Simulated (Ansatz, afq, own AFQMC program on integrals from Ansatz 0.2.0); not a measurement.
**Where AFQMC and coupled cluster stand for CH4Cl, doublet**

```xyz
6

Cl   -0.8119    0.0000    0.0000
H     0.4669    0.0000    0.0000
C     1.8831    0.0000    0.0000
H     1.8831   -1.0800    0.0000
H     1.8831    0.5400    0.9353
H     1.8831    0.5400   -0.9353
```

Connectivity, by distances: Cl ··· CH3, 1 bridging H.

Basis cc-pVTZ. Only valence electrons are correlated. Ansatz 0.2.0 and our own AFQMC program on the same integrals; the CISD trial comes from CCSD amplitudes, and released means the phaseless constraint is let go. Uncertainties: one standard error, sampling alone.

Determinant: UHF, the one that the program's search chose, which needn't be the lowest solution. The geometry is a point of a scan.

No full CI on the walks' own integrals is used here. The released AFQMC energy serves as the reference, which it does only where one determinant dominates, the energy is flat over the last release times and near the phaseless one (40 meV or 2 meV an electron, half that with transition metals). On small molecules, where full CI could be run and the noise was under 10 meV, such values lay within 10 meV of it in 19 cases of 20, a flattering rate, since the rule was set on those same cases; what remains of the bias isn't in the error bar.

Cautions: the released value is read at 1.50 1/Eh with a noise of 12 meV, more than in the cases checked (meV from the phaseless value at times in 1/Eh: -17 ± 3 at 0.24, -22 ± 4 at 0.51, -14 ± 6 at 0.99, -9 ± 12 at 1.50).

The T1 diagnostic is 0.0109 and the weight of the determinant in the CISD state is 0.862. The ⟨S²⟩ of the determinant is 0.772 and the size of the correlated space is 15 electrons in 114 orbitals.

Reference: AFQMC with the constraint released, correlation energy -11.720 ± 0.012 eV.

| level | E − E(reference) (kJ/mol) | share of correlation (%) |
| --- | --- | --- |
| HF | 1130.8 ± 1.2 | 0.00 |
| MP2 | 140.0 ± 1.2 | 87.62 |
| CCSD | 41.4 ± 1.2 | 96.34 |
| CCSD(T) | 3.2 ± 1.2 | 99.72 |
| ph-AFQMC/CISD | 0.8 ± 1.3 | 99.93 |

A walk keeps the symmetry of its determinant, which the program's search chose and which needn't be the lowest solution, so a lower state of the same spin and another symmetry isn't excluded. Released energies are given only where the last usable release times agree within the noise; a slower fall can still hide under it.
